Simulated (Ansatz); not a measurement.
We consider ScTlTe2 (R-3m, No. 166; cell taken from a computed entry), described by HSE06+SOC (PAW; Ansatz, a quantum-chemistry and plane-wave program).

Settings: plane-wave cutoff 460 eV, 6×6×6 k mesh, Fermi–Dirac smearing 0.01 eV, PAW data made under PBE.

Cell (relaxed with PBEsol):

```
ScTlTe2
1.0
    2.08823     1.20564     7.95388
   -2.08823     1.20564     7.95388
    0.00000    -2.41128     7.95388
Sc Tl Te
1 1 2
Direct
  0.00000   0.00000   0.00000
  0.50000   0.50000   0.50000
  0.73567   0.73567   0.73567
  0.26433   0.26433   0.26433
```

**Question.** Estimate the band gap, smallest direct gap on the k points sampled and direct gap at Γ that the calculation returns.

**Answer.** 
band gap: 0.16 eV (on the SCF k mesh) (indirect)
smallest direct gap on the k points sampled: 0.77 eV
direct gap at Γ: 1.98 eV

Note: cell and atoms aren't relaxed at this level (largest force component 0.05 eV/Å, pressure 2.1 GPa).

Static lattice: no zero-point or thermal effects.

Computing time: very roughly 50 core-minutes.
